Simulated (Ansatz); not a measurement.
hcp Co was calculated with PBE0 in Ansatz (plane waves, PAW).

Run with plane-wave cutoff 500 eV, 18×18×10 k mesh (along the axes of the cell as run), Fermi–Dirac smearing 0.1 eV, spin-polarised with parallel moments, scalar-relativistic PAW data made under PBE.

Cell (relaxed with r²SCAN):

```cif
data_Co2
_chemical_formula_sum 'Co2'
_space_group_name_H-M_alt 'P 1'
_space_group_IT_number 1
_cell_length_a 2.47067
_cell_length_b 2.47067
_cell_length_c 4.02297
_cell_angle_alpha 90.000
_cell_angle_beta 90.000
_cell_angle_gamma 120.000
loop_
_space_group_symop_operation_xyz
  'x, y, z'
loop_
_atom_site_label
_atom_site_type_symbol
_atom_site_fract_x
_atom_site_fract_y
_atom_site_fract_z
_atom_site_occupancy
Co1 Co 0.33333 0.66667 0.25000 1
Co2 Co 0.66667 0.33333 0.75000 1
```

### Question
Give the computed magnetic moment per atom (the cell's total over its atoms).

### Answer

- magnetic moment per atom (the cell's total over its atoms): 1.86 μB

Note: exact exchange on metals is sensitive to the k mesh and can open a false gap; cell and atoms aren't relaxed at this level (pressure 2.9 GPa).

Moments are spin moments.

The computed numbers hold no vibrational or temperature effects.

Computing time: roughly 40 core-minutes.

Ansatz is a program for electronic structure.
